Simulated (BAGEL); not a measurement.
# C2HF2S− (SMILES FC(F)=C[S-]) at HF/3-21G (density fitting with qzvpp-jkfit)

Aim: the vertical ionisation energy of C2HF2S− at HF/3-21G (density fitting with qzvpp-jkfit), from 2 runs. 

Program for the calculation: BAGEL 1.2.2.

1 further run of the same task is left out (set aside as unsound or not needed).

### Step 1. Starting point

C2HF2S− has 6 atoms, charge -1, and is taken as a singlet. SMILES: `FC(F)=C[S-]`. Geometry: relaxed at GFN2-xTB.

Bond lengths: F1–C2 1.379 Å, C2–F3 1.355 Å, C2–C4 1.333 Å, C4–S5 1.698 Å, C4–H6 1.088 Å. Angles: F1–C2–F3 107.5°, F1–C2–C4 123.0°, F3–C2–C4 129.5°, C2–C4–S5 128.1°, C2–C4–H6 114.6°, S5–C4–H6 117.3°.

### Step 2. The energy at HF/3-21G (density fitting with qzvpp-jkfit)

calc.json reads:

```json
{ "bagel" : [

{
  "title" : "molecule",
  "basis" : "3-21g",
  "df_basis" : "qzvpp-jkfit",
  "angstrom" : true,
  "geometry" : [
    { "atom" : "F", "xyz" : [       0.348730,      -0.113050,       1.803540 ] },
    { "atom" : "C", "xyz" : [       0.053330,      -0.419530,       0.492190 ] },
    { "atom" : "F", "xyz" : [      -0.109400,      -1.762020,       0.414340 ] },
    { "atom" : "C", "xyz" : [      -0.038610,       0.501940,      -0.466340 ] },
    { "atom" : "S", "xyz" : [      -0.393510,       0.270300,      -2.110730 ] },
    { "atom" : "H", "xyz" : [       0.139470,       1.522360,      -0.133000 ] }
  ]
},

{
  "title" : "hf",
  "charge" : -1
},

{
  "title" : "print",
  "file" : "orbitals.molden",
  "orbitals" : true
}

]}
```

On the command line:

```bash
$ BAGEL_NUM_THREADS=1 BAGEL calc.json > calc.out
```

Standard output:

```text
* using 1 threads per process

  ===============================================================
  ===============================================================

  *** Geometry ***

  { "atom" : "F", "xyz" : [      0.659004,     -0.213634,      3.408197 ] },
  { "atom" : "C", "xyz" : [      0.100779,     -0.792797,      0.930104 ] },
  { "atom" : "F", "xyz" : [     -0.206736,     -3.329735,      0.782989 ] },
  { "atom" : "C", "xyz" : [     -0.072962,      0.948529,     -0.881255 ] },
  { "atom" : "S", "xyz" : [     -0.743626,      0.510793,     -3.988702 ] },
  { "atom" : "H", "xyz" : [      0.263560,      2.876843,     -0.251334 ] },

  Number of auxiliary basis functions:      450

  Since a DF basis is specified, we compute 2- and 3-index integrals:
    o Being stored without compression. Storage requirement is 0.009 GB

  Number of basis functions:       51
  Number of electrons      :       47

    * METHOD: MOLECULE                             0.13

  *** RHF ***

  === Nuclear Repulsion ===
   201.5930503640

      * DIIS with orbital gradients will be used.

  === RHF iteration (3-21g) ===
      0       -669.09149831          0.02548455           0.03
      1       -669.20598148          0.01564407           0.03
      2       -669.25233886          0.00184202           0.03
      3       -669.25423772          0.00050279           0.03
      4       -669.25440407          0.00018079           0.03
      5       -669.25442794          0.00004642           0.03
      6       -669.25442887          0.00002125           0.03
      7       -669.25442903          0.00000476           0.03
      8       -669.25442904          0.00000141           0.03
      9       -669.25442904          0.00000049           0.03
     10       -669.25442904          0.00000018           0.03
     11       -669.25442904          0.00000005           0.03
     12       -669.25442904          0.00000003           0.03
     13       -669.25442904          0.00000001           0.03
    * SCF iteration converged.

    * Permanent dipole moment:
           (   -0.376086,     0.103873,    -1.932084) a.u.

    * METHOD: HF                                   0.57

    * METHOD: PRINT                                0.00

  ===============================================================
```

Wall time 0.86 s (1 thread of Arm Neoverse V2, shared host); peak memory 0.081 GiB.

### Step 3. Doublet neutral C2HF2S at the same level

job.json reads:

```json
{ "bagel" : [

{
  "title" : "molecule",
  "basis" : "3-21g",
  "df_basis" : "qzvpp-jkfit",
  "angstrom" : true,
  "geometry" : [
    { "atom" : "F", "xyz" : [       0.348730,      -0.113050,       1.803540 ] },
    { "atom" : "C", "xyz" : [       0.053330,      -0.419530,       0.492190 ] },
    { "atom" : "F", "xyz" : [      -0.109400,      -1.762020,       0.414340 ] },
    { "atom" : "C", "xyz" : [      -0.038610,       0.501940,      -0.466340 ] },
    { "atom" : "S", "xyz" : [      -0.393510,       0.270300,      -2.110730 ] },
    { "atom" : "H", "xyz" : [       0.139470,       1.522360,      -0.133000 ] }
  ]
},

{
  "title" : "uhf",
  "nopen" : 1
},

{
  "title" : "print",
  "file" : "orbitals.molden",
  "orbitals" : true
}

]}
```

On the command line:

```bash
$ BAGEL_NUM_THREADS=1 BAGEL job.json > job.out
```

Standard output:

```text
* using 1 threads per process

  ===============================================================
  ===============================================================

  *** Geometry ***

  { "atom" : "F", "xyz" : [      0.659004,     -0.213634,      3.408197 ] },
  { "atom" : "C", "xyz" : [      0.100779,     -0.792797,      0.930104 ] },
  { "atom" : "F", "xyz" : [     -0.206736,     -3.329735,      0.782989 ] },
  { "atom" : "C", "xyz" : [     -0.072962,      0.948529,     -0.881255 ] },
  { "atom" : "S", "xyz" : [     -0.743626,      0.510793,     -3.988702 ] },
  { "atom" : "H", "xyz" : [      0.263560,      2.876843,     -0.251334 ] },

  Number of auxiliary basis functions:      450

  Since a DF basis is specified, we compute 2- and 3-index integrals:
    o Being stored without compression. Storage requirement is 0.009 GB

  Number of basis functions:       51
  Number of electrons      :       47

    * METHOD: MOLECULE                             0.13

  *** Open-shell HF ***

  === Nuclear Repulsion ===
   201.5930503640

      * DIIS with orbital gradients will be used.

  === UHF iteration (3-21g) ===
      0       -669.01305138          0.05465918           0.07
      1       -669.13138525          0.03828740           0.07
      2       -669.18043228          0.02437176           0.07
      3       -669.21095146          0.00222775           0.07
      4       -669.21497031          0.00139047           0.07
      5       -669.21672864          0.00070461           0.07
      6       -669.21792110          0.00026354           0.07
      7       -669.21812225          0.00019647           0.07
      8       -669.21826115          0.00015445           0.07
      9       -669.21842489          0.00009753           0.07
     10       -669.21848583          0.00003500           0.07
     11       -669.21848716          0.00001530           0.07
     12       -669.21848740          0.00000660           0.07
     13       -669.21848744          0.00000313           0.07
     14       -669.21848745          0.00000170           0.07
     15       -669.21848745          0.00000083           0.07
     16       -669.21848745          0.00000060           0.07
     17       -669.21848746          0.00000027           0.07
     18       -669.21848746          0.00000009           0.07
     19       -669.21848746          0.00000006           0.07
     20       -669.21848746          0.00000005           0.07
     21       -669.21848746          0.00000004           0.07
     22       -669.21848746          0.00000004           0.07
     23       -669.21848746          0.00000003           0.07
     24       -669.21848746          0.00000002           0.07
     25       -669.21848746          0.00000001           0.07
    * SCF iteration converged.

    * S^2 (UHF) is 0.9048

    * Permanent dipole moment:
           (   -0.060458,    -0.501708,    -0.025449) a.u.

    * METHOD: UHF                                  1.86

    * METHOD: PRINT                                0.00

  ===============================================================
```

Wall time 2.2 s (1 thread of Arm Neoverse V2, shared host); peak memory 0.081 GiB.

### Step 4. Summary of results

At HF/3-21G (density fitting with qzvpp-jkfit):

| quantity | value |
| --- | --- |
| singlet C2HF2S−: total energy | -669.25443 Eh |
| singlet C2HF2S−: HOMO energy | -2.05 eV |
| singlet C2HF2S−: LUMO energy | 10.39 eV |
| singlet C2HF2S−: HOMO–LUMO gap (to an unbound level, set by the basis) | 12.44 eV |
| doublet neutral C2HF2S: total energy | -669.21849 Eh |
| doublet neutral C2HF2S: dipole moment | 1.29 D |
| doublet neutral C2HF2S: ⟨S²⟩ | 0.905 |
| vertical detachment energy (to the doublet neutral) | 0.978 eV |

In words: Removing an electron at fixed nuclei costs 0.98 eV (94.4 kJ/mol). The negative HOMO energy of the first species, 2.05 eV, lies 1.07 eV above that difference. ⟨S²⟩ (doublet neutral C2HF2S) is 0.90 where a pure doublet has 0.75: the reference is spin-contaminated.
